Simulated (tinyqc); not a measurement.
Inside a calculation. Method: CCSD on RHF in the sto-3g basis, for LiH, spin multiplicity 1. One step of it, computed by the program tinyqc.

Question. CCSD: starting amplitudes. t_ij^ab = <ij||ab> / (e_i + e_j - e_a - e_b), whose energy is MP2.

orbital energies (hartree): MO1 -2.360367, MO2 -0.252204, MO3 0.073633, MO4 0.162314, MO5 0.162314, MO6 0.439261

Two-electron integrals over orbitals (pq|rs), unique and non-zero (hartree):
```
(11|11) 1.659131    (21|11) -0.100502   (21|21) 0.010627    (22|11) 0.327996
(22|21) 0.003544    (22|22) 0.461857    (31|11) -0.141000   (31|21) 0.010614
(31|22) -0.012379   (31|31) 0.021978    (32|11) 0.022800    (32|21) -0.002689
(32|22) -0.055795   (32|31) -0.000078   (32|32) 0.018186    (33|11) 0.393016
(33|21) -0.009349   (33|22) 0.215206    (33|31) 0.001194    (33|32) 0.012439
(33|33) 0.332149    (41|41) 0.009811    (42|41) 0.007287    (42|42) 0.021699
(43|41) 0.010340    (43|42) 0.019881    (43|43) 0.041333    (44|11) 0.396337
(44|21) -0.003747   (44|22) 0.252334    (44|31) -0.005050   (44|32) 0.010796
(44|33) 0.280604    (44|44) 0.312946    (51|51) 0.009811    (52|51) 0.007287
(52|52) 0.021699    (53|51) 0.010340    (53|52) 0.019881    (53|53) 0.041333
(54|54) 0.016869    (55|11) 0.396337    (55|21) -0.003747   (55|22) 0.252334
(55|31) -0.005050   (55|32) 0.010796    (55|33) 0.280604    (55|44) 0.279207
(55|55) 0.312946    (61|11) 0.068112    (61|21) -0.009411   (61|22) -0.007608
(61|31) -0.004290   (61|32) 0.002560    (61|33) 0.011717    (61|44) 0.001433
(61|55) 0.001433    (61|61) 0.010743    (62|11) -0.071910   (62|21) 0.002155
(62|22) 0.112075    (62|31) 0.003455    (62|32) -0.040693   (62|33) -0.018254
(62|44) -0.031912   (62|55) -0.031912   (62|61) 0.000506    (62|62) 0.128731
(63|11) 0.020949    (63|21) -0.002466   (63|22) -0.055104   (63|31) 0.004075
(63|32) 0.014407    (63|33) 0.036297    (63|44) 0.006045    (63|55) 0.006045
(63|61) 0.004381    (63|62) -0.036629   (63|63) 0.028949    (64|41) -0.006036
(64|42) -0.018943   (64|43) -0.012619   (64|64) 0.019594    (65|51) -0.006036
(65|52) -0.018943   (65|53) -0.012619   (65|65) 0.019594    (66|11) 0.356321
(66|21) 0.001244    (66|22) 0.433923    (66|31) -0.011030   (66|32) -0.047609
(66|33) 0.239073    (66|44) 0.261639    (66|55) 0.261639    (66|61) -0.004819
(66|62) 0.109149    (66|63) -0.045813   (66|66) 0.431893
```

Give: Starting amplitudes; correlation energy.

Answer.

Starting amplitudes (spin orbitals 1a, 1b, ...; amplitudes related by a flip of all spins are not repeated):
```
from      to          t
2a 2b  6a 6b    -0.0931
2a 2b  3a 6b     0.0400
2a 2b  3a 3b    -0.0279
2a 2b  4a 4b    -0.0262
2a 2b  5a 5b    -0.0262
1a 1b  3a 3b    -0.0045
1a 2b  5a 5b    -0.0025
1a 2b  4a 4b    -0.0025
1a 1b  5a 5b    -0.0019
1a 1b  4a 4b    -0.0019
1a 1b  6a 6b    -0.0019
1a 2b  3a 6b    -0.0011
1a 1b  3a 6b     0.0008
1a 2b  3b 6a     0.0008
1a 2a  3a 6a  -2.86e-04
1a 2b  6a 6b  -1.45e-04
1a 2b  3a 3b   2.84e-05
```

correlation energy = -0.017132 hartree
